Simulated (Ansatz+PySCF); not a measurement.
# doublet NO₂: levels of theory in one basis

```xyz
3

N     0.0000    0.0000    0.3192
O     0.0000    1.0721   -0.1388
O     0.0000   -1.0721   -0.1388
```

Basis set: cc-pVTZ (spherical functions). Frozen core: 3 orbitals. Correlation on ROHF uses semicanonical orbitals with singles. Charge 0, multiplicity 2.

Computed with Ansatz (development build ahead of 0.2.0) and PySCF 2.14.0; each method stands on the lowest determinant of its kind that the runs found.

```
      method  E − E(ROHF) (eV)  <S²> of the determinant
        ROHF              0.00                     0.75
         UHF             -0.23                     0.77
     UHF-MP2            -18.21                     0.77
    UHF-CCSD            -17.86                     0.77
ROHF-CCSD(T)            -18.79                        –
 UHF-CCSD(T)            -18.78                     0.77
```

Q: What does ROHF-MP2 give on the same scale?

A: -18.36 eV.
